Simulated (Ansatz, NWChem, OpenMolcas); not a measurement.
# A ladder of methods for CF4 (tetrafluoromethane)

The species is CF4 (5 atoms), meant as a singlet with charge 0. As SMILES, `FC(F)(F)F`. The coordinates come from a PBE0-D4/def2-TZVP relaxation.

```
atom    x (Å)    y (Å)    z (Å)
   F  -0.8501   0.0253   0.9895
   C   0.0100  -0.0147  -0.0083
   F   1.1575  -0.5013   0.4201
   F  -0.4640  -0.7860  -0.9662
   F   0.1966   1.2030  -0.4767
```

Each level gives the HOMO–LUMO gap (eV). The values are calculated.

| level | kind | program | value (eV) | CPU time |
| --- | --- | --- | --- | --- |
| HF/aug-cc-pVDZ | Hartree–Fock | Ansatz | 20.81 | 4.6 s |
| B3LYP/aug-cc-pVDZ | global hybrid | NWChem | 12.53 | 28 s |
| BHLYP/aug-cc-pVDZ | global hybrid | OpenMolcas | 15.80 | 29 s |
| PBE0/aug-cc-pVDZ | global hybrid | NWChem | 13.22 | 25 s |
| r2SCAN0/aug-cc-pVDZ | hybrid meta-GGA | Ansatz | 14.16 | 18 s |
| wB97M-V/aug-cc-pVDZ | range-separated hybrid | Ansatz | 16.45 | 66 s |
| B2PLYP/aug-cc-pVDZ | double hybrid | OpenMolcas | 16.00 | 24 s |
| PBE-QIDH/aug-cc-pVDZ | double hybrid | Ansatz | 18.02 | 17 s |

The values span 12.53 to 20.81 eV. Orbital gaps aren't excitation energies, and those of double hybrids come from the SCF part alone. Times are those of the runs behind each value, whatever else they computed, on shared processors of several kinds: orders of magnitude only.
